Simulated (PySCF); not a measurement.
# Badger's rule along the second period: bonds to H

CCSD(T) in PySCF with def2-TZVPPD on every atom, for the lowest determinant that a PBE0 search found; no spin–orbit coupling. Badger's rule says that Re = d + c·k^(−1/3) for bonds between atoms of fixed rows.

| molecule | state (unpaired electrons) | Re (Å) | k (mdyn/Å) |
| --- | --- | --- | --- |
| HF | singlet (closed shell) | 0.919 | 9.59 |
| OH | doublet (π ↑) | 0.972 | ? |
| NH | triplet (π ↑↑) | 1.039 | ? |
| CH | doublet (π ↑) | 1.121 | ? |
| BH | singlet (closed shell) | 1.234 | 3.02 |

Q: Fix c and d from HF and BH.

A: c = (1.234 − 0.919)/(3.02^(−1/3) − 9.59^(−1/3)) = 1.424, d = 0.919 − c·9.59^(−1/3) = 0.249 Å.

Q: Predict k of the others and set the computed values beside them.

A: 

```tsv
molecule	k by the rule	k computed	difference (%)
OH	7.63	7.78	-2
NH	5.85	5.93	-1
CH	4.35	4.45	-2
```

The rule misses by 2 % on average, well for two fitted constants.

Correlated steps freeze 1 core orbital. States were picked by a PBE0 search and need not be the measured ground states.
